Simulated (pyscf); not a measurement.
A first-order saddle from PySCF, ωB97X-D3(BJ)/def2-SVP:

```xyz
9

O     -0.5368     0.9664    -0.4356
P     -0.0442    -0.5558    -0.0976
O      0.4267    -0.2374     1.4610
O     -1.4980    -1.2730     0.2303
H      0.1083     2.0436    -0.0058
H      0.9530    -0.9602     1.8242
H     -1.7069    -1.9152    -0.4593
H     -0.7481     1.8822     0.5272
H     -0.1764     2.7104     0.7155
```
Charge 0, spin multiplicity 1.

Surface: singlet, charge 0. Lowest wavenumbers (cm⁻¹): 2680i, 124, 183, 198, 240.

Name the species on either side of this saddle.

HO–P(OH)–OH + H₂ <-> HO–P(OH)–OH + H₂, a four-centre exchange read from left to right: H–O, H–H broken and H–O, H–H formed. At ωB97M-D3(BJ)/def2-TZVP it lies +69.1 kcal/mol from the left side and +69.1 kcal/mol from the right (each side as separated species at their lowest minima found). The same reactants have a lower exit, to HO–PH–OH + H₂O (barrier +62.1 kcal/mol at ωB97M-D3(BJ)/def2-TZVP, against +69.1 kcal/mol here). This is the saddle that the search found; another between the same sides may lie lower.
